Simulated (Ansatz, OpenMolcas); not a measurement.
# OpenMolcas → Ansatz

OpenMolcas 26.06 runs this on BH2O (SMILES B[O]):

job.input:
```
&GATEWAY
BasLib=$CurrDir
BasisSet
B.STO-3G....
B1 -0.001100 -0.010300 -0.015100 angstrom
End of Basis
BasisSet
O.STO-3G....
O2 1.025300 -0.340800 0.676900 angstrom
End of Basis
BasisSet
H.STO-3G....
H3 -1.052600 -0.587700 0.151600 angstrom
H4 0.083900 0.878500 -0.833600 angstrom
End of Basis
&SEWARD
GridInput
Grid=UltraFine
End of Grid
&SCF
UHF
Spin=2
KSDFT=PBE0
Thresholds=1e-10 1e-07 1e-07 1e-05
PrOrbitals=1 1
```

```bash
$ export MOLCAS_MEM=1860
$ pymolcas job.input > job.log
```

(Basis files named in the input come from the Basis Set Exchange and aren't shown.)

The coordinates come from a PBE0-D4/def2-TZVP relaxation.

It gives a total energy of -99.791688 Eh.

Q: Write the same calculation for Ansatz 0.2.0 as an input file of the program's own.

A: This input was run:

molecule.yaml:
```yaml
crystal:
  periodic: [false, false, false]
  atoms:
    - symbol: B
      position_ang: [-0.001100, -0.010300, -0.015100]
    - symbol: O
      position_ang: [1.025300, -0.340800, 0.676900]
    - symbol: H
      position_ang: [-1.052600, -0.587700, 0.151600]
    - symbol: H
      position_ang: [0.083900, 0.878500, -0.833600]
basis:
  gaussian: {orbitals: STO-3G}
hamiltonian: {xc: pbe0}
magnetization: {spin_polarized: true, initial_magnetization: 1}
accuracy: high
```

```bash
$ ansatz run molecule.yaml --threads 1 --pin off --max-ram 2610MiB --events-out events.jsonl --progress --plain --runs-dir runs
```

Its energy is -99.791688 Eh, the same as the first but for the last digit, at most.
